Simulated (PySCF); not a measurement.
Record of a relaxation.

C6H8.
Atom-mapped SMILES: `[CH2:1]=[C:2]1[CH2:3][CH:4]=[CH:5][CH2:6]1` (hydrogens: H7, H8 on C1; H9, H10 on C3; H11 on C4; H12 on C5; H13, H14 on C6)

Method: PBE0-D3(BJ)/def2-SVP geometry optimisation, gas phase in PySCF; density fitting, grid level 1; the optimiser is geomeTRIC in internal coordinates, started from a GFN2-xTB structure. The frame can shift and turn from step to step; on so coarse a grid that alone can change the energy by a few meV, and forces under 0.02 eV/Å are noise.

Step 0: E = -6339.3648 eV, largest atomic force 0.678 eV/Å
```
atom  x, y, z in Å  |  force x, y, z in eV/Å
C1      2.002    0.124   -0.443    0.264   0.015  -0.058
C2      0.714    0.044   -0.159   -0.458  -0.028   0.102
C3     -0.044   -1.226    0.140   -0.185   0.212   0.016
C4     -1.442   -0.749    0.386    0.391  -0.554  -0.021
C5     -1.549    0.563    0.268    0.296   0.594  -0.131
C6     -0.242    1.208   -0.080   -0.155  -0.228   0.058
H7      2.480    1.067   -0.648    0.238   0.570  -0.111
H8      2.630   -0.750   -0.481    0.329  -0.536  -0.015
H9      0.366   -1.743    1.013    0.162  -0.247   0.254
H10     0.001   -1.928   -0.698    0.058  -0.301  -0.241
H11    -2.236   -1.434    0.629   -0.513  -0.291   0.141
H12    -2.447    1.144    0.397   -0.555   0.226   0.093
H13     0.065    1.930    0.682    0.118   0.312   0.201
H14    -0.299    1.749   -1.029    0.011   0.256  -0.289
```

Step 1: E = -6339.4136 eV, largest atomic force 0.111 eV/Å
```
atom  x, y, z in Å  |  force x, y, z in eV/Å
C1      2.081    0.164   -0.493    0.071   0.005  -0.015
C2      0.782    0.084   -0.206    0.017   0.001  -0.004
C3      0.020   -1.193    0.096    0.049  -0.100   0.000
C4     -1.380   -0.716    0.341   -0.098  -0.014   0.023
C5     -1.488    0.610    0.219   -0.099   0.002   0.021
C6     -0.180    1.255   -0.128    0.032   0.104  -0.018
H7      2.562    1.125   -0.700   -0.014  -0.026   0.005
H8      2.714   -0.728   -0.530   -0.018   0.024   0.001
H9      0.440   -1.723    0.972   -0.013   0.017  -0.026
H10     0.075   -1.912   -0.744   -0.002   0.022   0.026
H11    -2.204   -1.391    0.589    0.040   0.028  -0.011
H12    -2.414    1.177    0.354    0.044  -0.023  -0.008
H13     0.135    1.994    0.632   -0.010  -0.022  -0.023
H14    -0.230    1.810   -1.084    0.002  -0.018   0.029
```

Step 2: E = -6339.4140 eV, largest atomic force under 0.02 eV/Å
```
atom  x, y, z in Å  |  force x, y, z in eV/Å
C1      2.083    0.164   -0.493   -0.003  -0.001   0.000
C2      0.783    0.084   -0.206   -0.002   0.001   0.000
C3      0.020   -1.194    0.096    0.009  -0.013   0.000
C4     -1.381   -0.716    0.341   -0.003   0.013  -0.001
C5     -1.490    0.610    0.219   -0.001  -0.012   0.002
C6     -0.180    1.256   -0.129    0.006   0.014  -0.003
H7      2.563    1.124   -0.701   -0.002   0.000   0.000
H8      2.715   -0.728   -0.531   -0.002  -0.001   0.001
H9      0.439   -1.724    0.972   -0.002   0.005   0.001
H10     0.074   -1.913   -0.742   -0.002   0.004   0.000
H11    -2.205   -1.390    0.590    0.002  -0.002   0.000
H12    -2.414    1.177    0.354    0.001   0.003  -0.001
H13     0.135    1.995    0.631   -0.001  -0.005   0.001
H14    -0.230    1.810   -1.084   -0.001  -0.005   0.000
```

**Question.** Summarise the path.

**Answer.** The energy falls by 4.75 kJ/mol from step 0 to step 2; nine tenths of that is first reached at step 1. It falls at every step. The largest force goes from 0.678 to under 0.02 eV/Å. Among the bonds C1–H8 changes most (a near tie, within 0.001 Å, with another), from 1.077 to 1.094 Å; the atoms move by 0.022 Å rms after alignment.

**Question.** Follow the three bonds and two angles with the largest change from start to end.

**Answer.** 
| step | E above end (kJ/mol) | largest force (eV/Å) | C1–H8 (Å) | C1–H7 (Å) | C5–H12 (Å) | C3–C4–H11 (°) | C5–C4–H11 (°) |
| --- | --- | --- | --- | --- | --- | --- | --- |
| 0 | 4.75 | 0.678 | 1.077 | 1.077 | 1.077 | 121.5 | 126.3 |
| 1 | 0.04 | 0.111 | 1.094 | 1.094 | 1.094 | 123.0 | 124.9 |
| 2 | 0.00 | under 0.02 | 1.094 | 1.094 | 1.093 | 123.0 | 124.9 |

What follows is the cost of the whole optimisation. On one thread, Arm Neoverse V1 (aarch64), no GPU, on a shared host, this took 12 s of wall time and 0.55 GiB of memory at its peak.
